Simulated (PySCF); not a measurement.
CH₂S (charge -1 and doublet state).
Atom-mapped SMILES: `[CH2:1][S-:2]` (hydrogens: H3, H4 on C1)

A GFN2-xTB structure was refined with PySCF 2.14.0, PBE0-D3(BJ)/def2-SVP geometry optimisation, gas phase. Its GFN2-xTB values:

```json
{"coordinate": "C1–S2", "GFN2-xTB": "1.702 Å"}
{"coordinate": "C1–H3", "GFN2-xTB": "1.089 Å"}
{"coordinate": "C1–H4", "GFN2-xTB": "1.089 Å"}
{"coordinate": "S2–C1–H3", "GFN2-xTB": "117.7°"}
{"coordinate": "H3–C1–H4", "GFN2-xTB": "115.2°"}
```

Question: How do these coordinates change at the PBE0-D3(BJ)/def2-SVP level?

Answer: 
```json
{"coordinate": "C1–H4", "PBE0-D3(BJ)/def2-SVP (Å or °)": "1.104", "change": "+0.015"}
{"coordinate": "C1–H3", "PBE0-D3(BJ)/def2-SVP (Å or °)": "1.104", "change": "+0.015"}
{"coordinate": "C1–S2", "PBE0-D3(BJ)/def2-SVP (Å or °)": "1.712", "change": "+0.010"}
{"coordinate": "S2–C1–H3", "PBE0-D3(BJ)/def2-SVP (Å or °)": "122.5", "change": "+4.8"}
{"coordinate": "H3–C1–H4", "PBE0-D3(BJ)/def2-SVP (Å or °)": "114.9", "change": "-0.3"}
```

The energy falls by 4.6 kJ/mol over 4 energy and gradient evaluations, the largest force component goes from 0.0127 to 4.1e-04 Eh/bohr, and the atoms move by 0.105 Å rms after alignment. Among the bonds, C1–H3 and C1–H4 change most and about equally (+0.015 Å). Bonds longer at the end by more than 0.005 Å: 3 of 3; shorter: 0. Rotational constants go from 275180, 16156, 15384 to 289143, 15756, 14942 MHz.

The run used 42 basis functions and 29 SCF cycles in all. Time: 1.9 s of wall time. Hardware: x86-64 server, one thread, no GPU, on a shared host.

No PBE0-D3(BJ)/def2-SVP frequencies stand behind this structure, so it isn't proved a minimum. ⟨S²⟩ = 0.754 (exact for a doublet: 0.75). Whether the extra electron is bound in the gas phase wasn't checked; a finite basis holds it in any case. The geometry's basis has no diffuse functions, a weakness for an anion.
